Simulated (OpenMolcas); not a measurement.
**AlH3O (SMILES [OH][AlH2]) at 6 levels**

We compute a comparison of 6 runs (HF/STO-3G, UHF/STO-3G, B3LYP/STO-3G, M06-2X/STO-3G, r2SCAN/STO-3G, MP2/STO-3G) of AlH3O. 

Program for the calculation: OpenMolcas 26.06.

1 further run of the same task is left out (set aside as unsound or not needed).

## (1) The structure to begin with

AlH3O has 5 atoms, charge 0, and is taken as a singlet. SMILES: `[OH][AlH2]`. The shape comes from GFN2-xTB, which is rough for such elements, and wasn't checked as a minimum.

Bond lengths: O1–Al2 1.635 Å, O1–H3 0.948 Å, Al2–H4 1.531 Å, Al2–H5 1.531 Å. Angles: O1–Al2–H4 120.1°, O1–Al2–H5 119.9°, Al2–O1–H3 180.0°, H4–Al2–H5 120.0°.

## (2) A single-point energy at HF/STO-3G (run 1)

input.xyz reads:

```xyz
5

O      0.466850    -0.840530     0.530140
Al    -0.229260     0.411010    -0.259630
H      0.871080    -1.565960     0.987920
H     -1.146160     0.148040    -1.457320
H      0.037500     1.847440     0.198890
```

job.input reads:

```
>>> EXPORT MOLCAS_PRINT=2
&GATEWAY
BasLib=$CurrDir
Coord=input.xyz
Basis=STO-3G
Group=NoSym
&SEWARD
&SCF
Thresholds=1e-10 1e-07 1e-07 1e-05
PrOrbitals=1 1
```

The basis set STO-3G is read from a file made from the Basis Set Exchange's data (not shown).

Run with:

```sh
$ export MOLCAS_MEM=1860
$ pymolcas job.input > job.log
```

Output:

```text
--- Start Module: gateway ---
[...]
--- Stop Module: gateway /rc=_RC_ALL_IS_WELL_ ---
--- Start Module: seward ---
[...]
      Basis functions           17
--- Stop Module: seward /rc=_RC_ALL_IS_WELL_ ---
--- Start Module: scf ---
[...]
       Convergence after  10 Iterations
[...]
::    Total SCF energy                               -314.5833353813
[...]
      Total spin, S                                     0.0000000000
[...]
      Total electronic charge=   24.000000
      Total            charge=   -0.000000
[...]
      Dipole Moment (debye):
      Origin of the operator (angstrom)=    0.0227   -0.0418    0.0261
                   X=  2.9190E-01               Y= -5.3397E-01               Z=  3.3297E-01           Total=  6.9369E-01
      Quadrupole Moment (debye*angstrom):
[...]
--- Stop Module: scf /rc=_RC_ALL_IS_WELL_ ---
[...]
```

Wall time 1.6 s (1 thread of Intel Xeon Platinum 8488C (Sapphire Rapids), shared host); peak memory 0.37 GiB.

## (3) A single-point energy at UHF/STO-3G (run 2)

input.xyz is that of step 2.

step1.input reads:

```
&GATEWAY
BasLib=$CurrDir
Coord=input.xyz
Basis=STO-3G
Group=NoSym
&SEWARD
&SCF
UHF
Scramble=0.25
PrOrbitals=1 1
```

The basis set STO-3G is read from a file made from the Basis Set Exchange's data (not shown).

Run with:

```sh
$ export MOLCAS_MEM=1860
$ pymolcas step1.input > step1.log
```

Output:

```text
--- Start Module: gateway ---
[...]
--- Stop Module: gateway /rc=_RC_ALL_IS_WELL_ ---
--- Start Module: seward ---
[...]
      Basis functions           17
--- Stop Module: seward /rc=_RC_ALL_IS_WELL_ ---
--- Start Module: scf ---
[...]
       Convergence after  11 Iterations
[...]
::    Total SCF energy                               -314.5833353811
[...]
      Total spin, S                                     0.0000000001
[...]
      Total electronic charge=   24.000000
      Total            charge=   -0.000000
[...]
      Dipole Moment (debye):
      Origin of the operator (angstrom)=    0.0227   -0.0418    0.0261
                   X=  2.9190E-01               Y= -5.3397E-01               Z=  3.3297E-01           Total=  6.9369E-01
      Quadrupole Moment (debye*angstrom):
[...]
--- Stop Module: scf /rc=_RC_ALL_IS_WELL_ ---
[...]
```

It took 1.7 s on 1 thread of Intel Xeon Platinum 8488C (Sapphire Rapids), shared host; peak memory 0.37 GiB.

Run 3 isn't shown in full; the table further down has it.

## (4) The energy at M06-2X/STO-3G (run 4)

input.xyz is that of step 3.

job.input reads:

```
* AlH3O Kohn-Sham DFT

&gateway
 baslib
 $CurrDir
 coord
 input.xyz
 basis
 STO-3G
 group
 NoSym

&seward
 gridinput
 Grid=UltraFine
 End of Grid

&scf
 ksdft
 M062X
 thresholds
 1e-10 1e-07 1e-07 1e-05
 prorbitals
 1 1
```

The basis set STO-3G is read from a file made from the Basis Set Exchange's data (not shown).

Run with:

```sh
$ export MOLCAS_MEM=1860
$ pymolcas job.input > job.log
```

Output:

```text
--- Start Module: gateway ---
[...]
--- Stop Module: gateway /rc=_RC_ALL_IS_WELL_ ---
--- Start Module: seward ---
[...]
      Basis functions           17
--- Stop Module: seward /rc=_RC_ALL_IS_WELL_ ---
--- Start Module: scf ---
[...]
       Convergence after  11 Iterations
[...]
::    Total KS-DFT energy                            -315.4574877512
[...]
      Total spin, S                                     0.0000000000
[...]
      Total electronic charge=   24.000000
      Total            charge=   -0.000000
[...]
      Dipole Moment (debye):
      Origin of the operator (angstrom)=    0.0227   -0.0418    0.0261
                   X=  5.1715E-01               Y= -9.3800E-01               Z=  5.8813E-01           Total=  1.2220E+00
      Quadrupole Moment (debye*angstrom):
[...]
--- Stop Module: scf /rc=_RC_ALL_IS_WELL_ ---
[...]
```

It took 4.5 s on 1 thread of Intel Xeon Platinum 8488C (Sapphire Rapids), shared host; peak memory 0.37 GiB.

Run 5 isn't shown in full; the table further down has it.

## (5) A single-point energy at MP2/STO-3G (run 6)

input.xyz is that of step 4.

job.input reads:

```
* AlH3O MP2

&GATEWAY
  BasLib = $CurrDir
  Coord = input.xyz
  Basis = STO-3G
  Group = NoSym

&SEWARD

&SCF
  Thresholds = 1e-10 1e-07 1e-07 1e-05
  PrOrbitals = 1 1

&MBPT2
  Frozen = 6
```

The basis set STO-3G is read from a file made from the Basis Set Exchange's data (not shown).

Run with:

```sh
$ export MOLCAS_MEM=1860
$ pymolcas job.input > job.log
```

Output:

```text
--- Start Module: gateway ---
[...]
--- Stop Module: gateway /rc=_RC_ALL_IS_WELL_ ---
[...]
      Basis functions           17
[...]
--- Start Module: scf ---
[...]
       Convergence after  10 Iterations
[...]
::    Total SCF energy                               -314.5833353813
[...]
      Total spin, S                                     0.0000000000
[...]
      Total electronic charge=   24.000000
      Total            charge=   -0.000000
[...]
      Dipole Moment (debye):
      Origin of the operator (angstrom)=    0.0227   -0.0418    0.0261
                   X=  2.9190E-01               Y= -5.3397E-01               Z=  3.3297E-01           Total=  6.9369E-01
      Quadrupole Moment (debye*angstrom):
[...]
--- Stop Module: scf /rc=_RC_ALL_IS_WELL_ ---
--- Start Module: mbpt2 ---
[...]
WARNING!
Default frozen orbitals as non valence orbitals is overwritten by user input.
Default values:   3
[...]
       Reference weight ( Cref**2 )         =        0.97265
::    Total MBPT2 energy                             -314.6442410514
[...]
      Total MBPT2 calculations                           0.03      0.04
--- Stop Module: mbpt2 /rc=_RC_ALL_IS_WELL_ ---
[...]
```

Wall time 1.7 s (1 thread of Intel Xeon Platinum 8488C (Sapphire Rapids), shared host); peak memory 0.37 GiB.

## (6) All runs side by side

| run | level | SCF convergence threshold | scramble | energy (Eh) | dipole moment (D) of the reference | HOMO energy (eV) | LUMO energy (eV) | wall time |
| --- | --- | --- | --- | --- | --- | --- | --- | --- |
| 1 | HF/STO-3G | 1e-10 | – | -314.583335 | 0.69 | -7.65 | 10.01 | 1.6 s |
| 2 | UHF/STO-3G | – | 0.25 | -314.583335 | 0.69 | -7.65 | 10.01 | 1.7 s |
| 3 | B3LYP/STO-3G | 1e-10 | – | -315.459051 | 1.36 | -2.98 | 5.36 | 3.9 s |
| 4 | M06-2X/STO-3G | 1e-10 | – | -315.457488 | 1.22 | -5.01 | 6.67 | 4.5 s |
| 5 | r2SCAN/STO-3G | 1e-10 | – | -315.395811 | 1.44 | -1.78 | 4.97 | 4.8 s |
| 6 | MP2/STO-3G | 1e-10 | – | -314.644241 | 0.69 | -7.65 | 10.01 | 1.7 s |

## (7) Summary of results

| quantity | value |
| --- | --- |
| run 6: total energy | -314.64424 Eh |
| run 6: dipole moment (mean-field density) | 0.69 D |
| run 6: HOMO energy (Hartree–Fock orbitals) | -7.65 eV |
| run 6: LUMO energy (Hartree–Fock orbitals) | 10.01 eV |
| run 6: HOMO–LUMO gap (Hartree–Fock orbitals) | 17.66 eV |
| run 6: correlation energy (6 core orbitals frozen) | -60.9 mEh |

What this shows: Over runs 1, 2, 3, 4, 5 the dipole moment (its size) runs from 0.69 D (HF/STO-3G) to 1.44 D (r2SCAN/STO-3G). Over runs 1, 2, 3, 4, 5 the HOMO–LUMO gap runs from 6.75 eV (r2SCAN/STO-3G) to 17.66 eV (HF/STO-3G). Exact exchange widens orbital gaps. Totals of different functionals can't be ranked against each other. In runs 1, 2, 3, 4, 5, 6 the basis is minimal, so the values are rough. All runs together took 18 s, the longest 4.8 s.
